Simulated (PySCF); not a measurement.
Gas-phase reaction: SiH2F + 2 SiH3F → 2 SiH4 + SiF3

Computed with PySCF and rigid-rotor harmonic-oscillator thermochemistry at 1 bar. † marks an energy on the PBE0/def2-TZVP geometry and frequencies; other levels use their own. CCSD(T) freezes the core. 6-31G* has spherical d functions here. Open shells (unrestricted): SiH2F (multiplicity 2), SiF3 (multiplicity 2); the rest are closed-shell singlets. B3LYP is the form with VWN-RPA correlation. SiH2F: computed as isolated molecules; such fragments, hydroxides, amides, oligomers or adducts are transient or little studied in the gas. CCSD(T) isn't extrapolated to the basis-set limit; its ΔH°(298 K) is -36.9 kJ in def2-SVP and -39.1 kJ in def2-TZVPP. The harmonic model lacks anharmonicity and excited electronic states, which grow with temperature; levels with a mode under 35 cm⁻¹ are left out.

ΔH° and ΔS° at 298 K: B3LYP/6-31G* -46 kJ, -34 J/K; CCSD(T)/def2-SVP† -37 kJ, -35 J/K; HF/6-31G* -32 kJ, -35 J/K; HF/def2-TZVP† -30 kJ, -35 J/K; M06-2X/def2-TZVP† -38 kJ, -35 J/K.

**Question.** With the heat capacities included, give log10 K (1 bar) at 500, 600, 1000, 1800, 2000 K from B3LYP/6-31G*, CCSD(T)/def2-SVP†, HF/6-31G*, HF/def2-TZVP†, M06-2X/def2-TZVP†.

**Answer.** 
| T (K) | B3LYP/6-31G* | CCSD(T)/def2-SVP† | HF/6-31G* | HF/def2-TZVP† | M06-2X/def2-TZVP† |
|---|---|---|---|---|---|
| 500 | 3.1 | 2.1 | 1.6 | 1.4 | 2.1 |
| 600 | 2.3 | 1.5 | 1.0 | 0.9 | 1.5 |
| 1000 | 0.8 | 0.2 | 0.0 | -0.1 | 0.3 |
| 1800 | -0.3 | -0.6 | -0.7 | -0.8 | -0.6 |
| 2000 | -0.4 | -0.7 | -0.8 | -0.9 | -0.7 |
